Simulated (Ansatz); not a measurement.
# C3H3NS: how energies converge with the basis set

How large a basis does C3H3NS need? Two functionals are run in growing sets.

Program: Ansatz 0.2.0, Gaussian basis. Level of theory: one geometry, several basis sets. These are calculated values, not measurements.

The runs, in order: PBE0-D4/def2-SVP; ωB97M-V/def2-SVP; PBE0-D4/def2-QZVPP; ωB97M-V/def2-QZVPP; the functionals' def2-TZVPP values are taken from earlier runs.

**1. The geometry**

The geometry comes from an earlier relaxation with PBE0-D4 in a triple-zeta def2 set; it is a stationary point, not always the lowest conformer.

8 atoms, charge 0, spin multiplicity 1.

Atoms are counted from 1 here; the program's logs count them from 0.

Bond lengths: N1–C2 1.245 Å, N1–H6 1.017 Å, C2–C3 1.466 Å, C2–S5 1.861 Å, C3–C4 1.340 Å, C3–H7 1.081 Å, C4–S5 1.773 Å, C4–H8 1.081 Å. Angles: C2–N1–H6 113.6°, N1–C2–C3 133.9°, N1–C2–S5 134.5°, C3–C2–S5 91.6°, C2–C3–C4 97.5°, C2–C3–H7 129.7°, C4–C3–H7 132.8°, C3–C4–S5 100.0°, C3–C4–H8 133.3°, S5–C4–H8 126.7°, C2–S5–C4 71.0°.

**2. PBE0-D4 in def2-SVP**

Contents of in.yaml:

```yaml
crystal:
  periodic: [false, false, false]
  atoms:
    - {symbol: N, position_ang: [-0.111575, 1.884863, 0.460851]}
    - {symbol: C, position_ang: [-0.146831, 0.693800, 0.099052]}
    - {symbol: C, position_ang: [0.739930, -0.456415, 0.299615]}
    - {symbol: C, position_ang: [0.020156, -1.353571, -0.387045]}
    - {symbol: S, position_ang: [-1.333077, -0.331265, -0.902833]}
    - {symbol: H, position_ang: [-0.908183, 2.430866, 0.141217]}
    - {symbol: H, position_ang: [1.674278, -0.522381, 0.838822]}
    - {symbol: H, position_ang: [0.157302, -2.403095, -0.605477]}
basis:
  gaussian: {orbitals: def2-SVP}
hamiltonian: {xc: pbe0, dispersion: d4}
output: {orbitals: {seedname: orbitals}}
```

Started as:

```bash
> ansatz run in.yaml --threads 2 --pin off --events-out ev --progress --plain --max-ram 4352MiB
```

The runs that follow: ωB97M-V in def2-SVP; PBE0-D4 in def2-QZVPP; ωB97M-V in def2-QZVPP.

Before running them: what should the planned runs give, taken together? Wanted: PBE0-D4: double and triple zeta above quadruple; ωB97M-V: double and triple zeta above quadruple.

The runs gave:

```
                                       quantity          value
PBE0-D4: double and triple zeta above quadruple  9.57, 0.58 eV
ωB97M-V: double and triple zeta above quadruple  9.70, 0.54 eV
```

In words: For PBE0-D4 the step from double to triple zeta gains 9.00 eV and the next only 0.58 eV. These are total energies; as a rule much of such shifts cancels in differences, which this series doesn't test.
